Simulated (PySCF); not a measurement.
**Converging Li₂⁺ in the basis (CCSD(T))**

PySCF, UHF reference; doublet, unpaired electrons σ ↑; De to Li⁺ + Li without counterpoise correction. Frozen cores follow the default of each basis and core potential.

```
      basis     relativity  functions  Re (Å)  ωe (cm⁻¹)  De (eV)  frozen orbitals
     STO-3G  no relativity         10   3.032        314     1.51                0
aug-cc-pVDZ  no relativity         46   3.148        260     1.27                0
    cc-pVTZ  no relativity         60   3.104        260     1.30                0
```

Task: How does each smaller set differ from the one with most functions, cc-pVTZ?

Result: STO-3G: -7.2 pm, +20.8 % in ωe, +0.21 eV in De; aug-cc-pVDZ: +4.4 pm, +0.0 % in ωe, -0.03 eV in De. All at CCSD(T); the set with most functions is neither the basis-set limit nor always the best.

Correlated steps freeze no core orbitals. Correlated levels converge slowly with the basis: in double zeta they bind strong bonds too weakly, by up to about 1 eV, and carry superposition errors of some tenths. STO-3G is very small, so such numbers show the basis as much as the molecule. The state was picked by a PBE0 search and need not be the measured ground state.
